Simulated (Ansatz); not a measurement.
# C2H5NO (singlet): wave-function methods side by side, cc-pVDZ

The task here is to estimate one member of a computed series from the others.

Program: Ansatz 0.2.0, Gaussian basis. Level of theory: cc-pVDZ, core rule «outside noble gas», up to 4 orbitals frozen. These are calculated values, not measurements.

Plan: UHF; CCSD(T) on RHF; BCCD(T) on RHF; CISD; CCSDT(Q) on RHF; CASSCF and MRCISD+Q, 8 electrons in 8 orbitals; CASSCF and NEVPT2, 8 electrons in 8 orbitals.

18 further runs of the same task are left out: 18 set aside as unsound or not needed.

## What is computed

The geometry is an MP2(full)/6-31G* stationary point (not a proven minimum).

9 atoms, charge 0, spin multiplicity 1.

Atoms are counted from 1 here; the program's logs count them from 0.

Bond lengths: O1–C2 1.227 Å, C2–N3 1.373 Å, C2–C4 1.514 Å, N3–H5 1.010 Å, N3–H9 1.011 Å, C4–H6 1.089 Å, C4–H7 1.093 Å, C4–H8 1.094 Å. Angles: O1–C2–N3 122.1°, O1–C2–C4 123.3°, N3–C2–C4 114.6°, C2–N3–H5 120.8°, C2–N3–H9 116.4°, H5–N3–H9 117.2°, C2–C4–H6 108.5°, C2–C4–H7 111.3°, C2–C4–H8 110.2°, H6–C4–H7 109.7°, H6–C4–H8 108.9°, H7–C4–H8 108.2°.

The first run:

in.yaml reads:

```yaml
crystal:
  periodic: [false, false, false]
  atoms:
    - {symbol: O, position_ang: [0.382196, 1.266141, 0.013154]}
    - {symbol: C, position_ang: [0.034808, 0.088906, 0.000871]}
    - {symbol: N, position_ang: [0.943168, -0.939420, -0.043790]}
    - {symbol: C, position_ang: [-1.413825, -0.349548, 0.004976]}
    - {symbol: H, position_ang: [0.665602, -1.885132, 0.175062]}
    - {symbol: H, position_ang: [-2.039579, 0.524039, -0.170357]}
    - {symbol: H, position_ang: [-1.603192, -1.100153, -0.766566]}
    - {symbol: H, position_ang: [-1.674463, -0.783890, 0.974934]}
    - {symbol: H, position_ang: [1.910783, -0.692457, 0.116986]}
basis:
  gaussian: {orbitals: cc-pVDZ}
magnetization: {spin_polarized: true, initial_magnetization: 0}
hamiltonian: {xc: hf}
output: {orbitals: {seedname: orbitals}}
```

On the command line:

```bash
> ansatz run in.yaml --threads 1 --pin off --events-out ev --progress --plain --max-ram 2560MiB --backend cpu
```

Steps of the session up to this table: UHF; CCSD(T) on RHF; BCCD(T) on RHF; CISD; CCSDT(Q) on RHF; CASSCF and MRCISD+Q, 8 electrons in 8 orbitals; CASSCF and NEVPT2, 8 electrons in 8 orbitals.

One of the session's tables, all rows but one given; the rest of the session is left out.

It belongs to the step «Misses and costs». 

| method | from RCCSDT(Q) (kcal/mol) |
| --- | --- |
| RHF | +426.17 |
| RMP2 | +34.08 |
| CISD | +71.62 |
| RCCSD | ? |
| RCCSD(T) | +1.57 |
| BCCD(T) | +1.47 |
| RCCSDT | +1.11 |
| RCCSDT(Q) | 0 |

Estimate the missing values for RCCSD.

As computed: from RCCSDT(Q) (kcal/mol): +14.34. In the column «from RCCSDT(Q) (kcal/mol)» it lies between RCCSD(T) (+1.57) and RMP2 (+34.08).

Not comparable, so not listed: CASSCF and NEVPT2, 8 electrons in 8 orbitals (they don't share determinant, frozen orbitals or solution with the rows shown, or repeat one).

To keep in mind: Left out of the table: CASSCF frontier, MRCISD frontier, MRCISD+Q frontier (the active space lost an orbital or holds another state than full CI finds). Warnings in the runs' records: passed over end.
